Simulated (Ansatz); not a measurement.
Input file:

```yaml
crystal:
  periodic: [false, false, false]
  atoms:
    - {symbol: B, position_ang: [0.000000, 0.000000, 0.000000]}
    - {symbol: F, position_ang: [0.000000, 0.000000, 4.182000]}
basis:
  gaussian: {orbitals: 6-31G, occupation: {up: {"A1": 5, "B1": 1, "B2": 1}, down: {"A1": 5, "B2": 1}}}
total_charge: 1
magnetization: {spin_polarized: false, initial_magnetization: 1}
correlation: {method: fci, electrons: outside_noble_gas}
```

```sh
$ ansatz run in.yaml --threads 1 --pin off --events-out ev --progress --plain --max-ram 2393MiB
```

The program prints:

```
309 factors; integrals over basis functions are off by at most 2.7e-8 eV
mean field evaluation 1: about -3361.6403 eV, gradient 3.0e1 eV
mean field evaluation 2: about -3363.1919 eV, gradient 5.6e-1 eV
mean field evaluation 4: about -3363.1939 eV, gradient 1.7e-3 eV
mean field evaluation 8: about -3363.1939 eV, gradient 9.6e-7 eV
mean field -3363.19387911 eV, -123.5950954024 hartree, gradient 1.1e-6 eV, S^2 0.750000; 0 other end points of the search recorded, 0 dependent functions left out
mean field evaluation 16: about -3238.9790 eV, gradient 8.4e1 eV
mean field evaluation 32: about -3363.1636 eV, gradient 1.9e-1 eV
mean field evaluation 64: about -3363.2021 eV, gradient 1.7e-1 eV
mean field evaluation 96: about -3363.2067 eV, gradient 6.6e-1 eV
2 core orbitals not correlated: weight in the atoms' cores, before any rotation towards them, 1.000 or more for the frozen orbitals, at most 0.000 for the correlated occupied ones
reference -3363.19387911 eV, -123.5950954024 hartree; 5, 4 occupied and 11, 12 virtual orbitals, 309 factors
state -3367.12555604 eV, -123.7395818648 hartree
Total energy: -3367.12555604 eV, -123.7395818648 hartree
```

Natural occupations: 1.9919 1.9862 1.9861 1.8331 0.9951 0.0553 0.0553 0.0552 0.0135 0.0134 0.0081 0.0057 0.0011 0.0000 0.0000 0.0000.

Ran on 1 thread of Intel Xeon 6975P-C, shared host: 6.5 s wall, 0.28 GiB peak host memory.
